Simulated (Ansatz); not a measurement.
Born–Oppenheimer molecular dynamics of BH$_{7}$NP (10 atoms, charge 0, multiplicity 1). It starts at the highest image of a converged band. Of that band: Neighbouring images differ by up to 1.5 eV, so the band resolves the path poorly. A vibrational analysis at the climbing image gives one clearly imaginary mode, 1151i cm⁻¹: a first-order saddle point.

Level of theory: RKS revPBE-D4/6-31G* in Ansatz 0.2.0.

* ensemble: NVE (velocity Verlet)
* time step: 0.5 fs
* steps asked: 200
* starting velocities drawn for: 300 K
* seed: 6457

First frame:

```xyz
10
Properties=species:S:1:pos:R:3
B 0.034 0.199 0.364
N -0.029 -0.250 1.849
H -0.797 -0.841 2.163
H 0.837 -0.406 2.363
H 1.148 0.312 -0.089
H -0.856 -0.223 -0.335
P -0.544 2.352 0.344
H -1.781 2.523 1.053
H 0.250 3.075 1.299
H -0.352 1.117 1.515
```

Problem. How far do the bonds stretch over the last three quarters of this one trajectory? (Pairs bonded in most of those frames.)

Solution. 
```json
{"bond": "B1–H5", "mean (Å)": "1.219", "spread (Å)": "0.032", "shortest": "1.17", "longest": "1.29"}
{"bond": "B1–H6", "mean (Å)": "1.223", "spread (Å)": "0.035", "shortest": "1.16", "longest": "1.28"}
{"bond": "B1–P7", "mean (Å)": "2.020", "spread (Å)": "0.169", "shortest": "1.81", "longest": "2.30"}
{"bond": "N2–H3", "mean (Å)": "1.037", "spread (Å)": "0.045", "shortest": "0.96", "longest": "1.11"}
{"bond": "N2–H4", "mean (Å)": "1.033", "spread (Å)": "0.018", "shortest": "0.99", "longest": "1.08"}
{"bond": "N2–H10", "mean (Å)": "1.050", "spread (Å)": "0.061", "shortest": "0.94", "longest": "1.14"}
{"bond": "P7–H8", "mean (Å)": "1.445", "spread (Å)": "0.008", "shortest": "1.42", "longest": "1.47"}
{"bond": "P7–H9", "mean (Å)": "1.442", "spread (Å)": "0.012", "shortest": "1.42", "longest": "1.46"}
```

Mean temperature of the second half: 903 K. The conserved energy stayed within 0.37 meV per atom of its start (net change 0.13 meV per atom), so the integration is sound. The kinetic energy rose, since the run started high on the potential surface and went downhill. A run of 0.1 ps of so small a system gives no equilibrium averages. The orbitals stay closed-shell, which can raise the energy where a bond breaks towards radicals; this wasn't checked here.

The run took 6.3 min on 1 thread of Arm Neoverse V1 (shared host), peak memory 0.12 GiB.
